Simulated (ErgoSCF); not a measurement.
# BH3O (BH2(OH)): levels of theory compared

Wanted: a comparison of 6 runs (HF/STO-3G, HF/def2-SVP, B3LYP/6-31G*, CAM-B3LYP/6-31+G*, PBE0/6-31G**, PBE0/def2-SVP) of BH3O (BH2(OH)). 

Program for the calculation: ErgoSCF 3.8.

3 further runs of the same task are left out: 3 set aside as unsound or not needed.

## 1. The molecule

The species is BH3O (5 atoms), meant as a singlet with charge 0. SMILES: `[H]B([H])O`. Geometry: relaxed at GFN2-xTB.

Bond lengths: B1–O4 1.325 Å, B1–H2 1.172 Å, B1–H3 1.182 Å, O4–H5 0.958 Å. Angles: B1–O4–H5 117.9°, H2–B1–O4 115.8°, H3–B1–O4 122.8°, H2–B1–H3 121.4°.

## 2. The energy at HF/STO-3G (run 1)

run.inp

```
# BH3O
set_nthreads(1)
scf.use_diagonalization = 1
tmpdir = "."
scf.max_number_of_iterations = 120
scf.output_mulliken_pop = 1
basis = "STO-3G"
molecule_inline Angstrom
B  0.270970 0.302480 -0.108500
H  1.403550 0.390040 -0.395610
H  -0.432910 1.251360 -0.080700
O  -0.159420 -0.918700 0.174490
H  -1.082200 -1.025180 0.410320
EOF
run "HF"
```

The basis set STO-3G is read from a file made from the Basis Set Exchange's data (not shown).

Run with:

```sh
$ ergo run.inp
```

The program printed:

```text
[...]
INSC SCF_general constructor, number of basis functions: 13
[...]
INSC Energy   1 =        -78.22036265745
[...]
INDE E_LUMO =          0.31325828017
[...]
INSC Energy  11 =        -99.98438072590  ( diff     -0.000000000001620 )
[...]
RESC CONVERGED after  11 iterations.
RESC FINAL ENERGY:        -99.98438072590
[...]
INSC SCF: dipole_moment_x [atomic units] =      -0.62362512
INSC SCF: dipole_moment_y [atomic units] =      -0.05929136
INSC SCF: dipole_moment_z [atomic units] =       0.15919856
[...]
```

Run time: 0.64 s. Hardware: 1 thread of Arm Neoverse V1, shared host; peak memory 0.26 GiB.

## 3. A single-point energy at HF/def2-SVP (run 2)

mol.xyz

```xyz
5
BH3O
B      0.270970     0.302480    -0.108500
H      1.403550     0.390040    -0.395610
H     -0.432910     1.251360    -0.080700
O     -0.159420    -0.918700     0.174490
H     -1.082200    -1.025180     0.410320
```

ergo.in

```
# BH3O
set_nthreads(1)
molecule "mol.xyz"
charge = 0
scf.max_number_of_iterations = 120
basis = "def2-SVP"
tmpdir = "."
scf.use_diagonalization = 1
scf.output_mulliken_pop = 1
spin_polarization = 0
run "HF"
```

The basis set def2-SVP is read from a file made from the Basis Set Exchange's data (not shown).

Run with:

```sh
$ ergo ergo.in
```

The program printed:

```text
[...]
INSC SCF_general constructor, number of basis functions: 43
[...]
INSC Energy   1 =        -33.72900614161
[...]
INDE E_LUMO =          0.13272617852
[...]
INSC Energy  14 =       -101.24884009252  ( diff     -0.000000000000597 )
[...]
RESC CONVERGED after  14 iterations.
RESC FINAL ENERGY:       -101.24884009252
[...]
INSC SCF: dipole_moment_x [atomic units] =      -0.67091787
INSC SCF: dipole_moment_y [atomic units] =       0.02490473
INSC SCF: dipole_moment_z [atomic units] =       0.15786033
[...]
```

It took 3.6 s on 1 thread of Arm Neoverse V1, shared host; peak memory 0.26 GiB.

Run 3 isn't shown in full; the table further down has it.

## 4. A single-point energy at CAM-B3LYP/6-31+G(d) (spherical functions) (run 4)

input.ego

```
set_nthreads(1)
molecule_inline
B    0.51205909   0.57160436  -0.20503528
H    2.65232510   0.73706878  -0.74759455
H   -0.81808134   2.36472768  -0.15250090
O   -0.30126014  -1.73609139   0.32973831
H   -2.04506161  -1.93730943   0.77539242
EOF
scf.use_diagonalization = 1
spin_polarization = 0
XC.sparse_mode = 0
tmpdir = "."
scf.output_mulliken_pop = 1
XC.angint = 41
XC.radint = 1e-11
scf.max_number_of_iterations = 120
basis = "6-31+G*"
run "Camb3lyp"
```

The basis set 6-31+G* is read from a file made from the Basis Set Exchange's data (not shown).

Run with:

```sh
$ ergo < input.ego
```

The program printed:

```text
[...]
INSC SCF_general constructor, number of basis functions: 42
[...]
INSC Energy   1 =        -41.22329871506
[...]
INDE E_LUMO =          0.01887279320
[...]
INSC Energy  16 =       -101.85963895132  ( diff     -0.000000000000398 )
[...]
RESC CONVERGED after  16 iterations.
RESC FINAL ENERGY:       -101.85963895132
[...]
INSC SCF: dipole_moment_x [atomic units] =      -0.68551410
INSC SCF: dipole_moment_y [atomic units] =       0.03327700
INSC SCF: dipole_moment_z [atomic units] =       0.15973855
[...]
```

Wall time 5.7 s (1 thread of Arm Neoverse V1, shared host); peak memory 0.26 GiB.

Run 5 isn't shown in full; the table further down has it.

## 5. The energy at PBE0/def2-SVP (run 6)

geom.xyz

```xyz
5
BH3O
B      0.270970     0.302480    -0.108500
H      1.403550     0.390040    -0.395610
H     -0.432910     1.251360    -0.080700
O     -0.159420    -0.918700     0.174490
H     -1.082200    -1.025180     0.410320
```

run.inp

```
set_nthreads("env")
molecule "geom.xyz"
scf.use_diagonalization = 1
scf.max_number_of_iterations = 120
XC.sparse_mode = 0
basis = "def2-SVP"
XC.angint = 41
XC.radint = 1e-11
scf.output_mulliken_pop = 1
tmpdir = "."
run "PBE0"
```

The basis set def2-SVP is read from a file made from the Basis Set Exchange's data (not shown).

Run with:

```sh
$ ergo < run.inp
```

The program printed:

```text
[...]
INDF Weighted mixed functional:
[...]
INSC Energy   1 =        -36.99381779674
[...]
INDE E_LUMO =         -0.00081858661
[...]
INSC Energy  15 =       -101.70497326498  ( diff     -0.000000000000369 )
[...]
RESC CONVERGED after  15 iterations.
RESC FINAL ENERGY:       -101.70497326498
[...]
INSC SCF: dipole_moment_x [atomic units] =      -0.67957814
INSC SCF: dipole_moment_y [atomic units] =      -0.10317668
INSC SCF: dipole_moment_z [atomic units] =       0.17851551
[...]
```

Wall time 5.4 s (1 thread of Arm Neoverse V1, shared host); peak memory 0.26 GiB.

## 6. Overview of the runs

| run | level | integration grid | radint | energy (Eh) | dipole moment (D) | wall time |
| --- | --- | --- | --- | --- | --- | --- |
| 1 | HF/STO-3G | – | – | -99.984381 | 1.64 | 0.64 s |
| 2 | HF/def2-SVP | – | – | -101.248840 | 1.75 | 3.6 s |
| 3 | B3LYP/6-31G* (spherical functions) | Turbo | 1e-11 | -101.903143 | 1.79 | 6.6 s |
| 4 | CAM-B3LYP/6-31+G* (spherical functions) | Turbo | 1e-11 | -101.859639 | 1.79 | 5.7 s |
| 5 | PBE0/6-31G** (spherical functions) | Turbo | 1e-11 | -101.781447 | 1.78 | 4.8 s |
| 6 | PBE0/def2-SVP | Turbo | 1e-11 | -101.704973 | 1.81 | 5.4 s |

## 7. Results

| quantity | value |
| --- | --- |
| run 6: total energy | -101.70497 Eh |
| run 6: dipole moment | 1.81 D |

What this shows: The dipole moment (its size) runs from 1.64 D (HF/STO-3G) to 1.81 D (PBE0/def2-SVP). The two ends differ in method and basis. Totals of different functionals can't be ranked against each other. In run 1 the basis is minimal, so the values are rough. All runs together took 27 s, the longest 6.6 s.
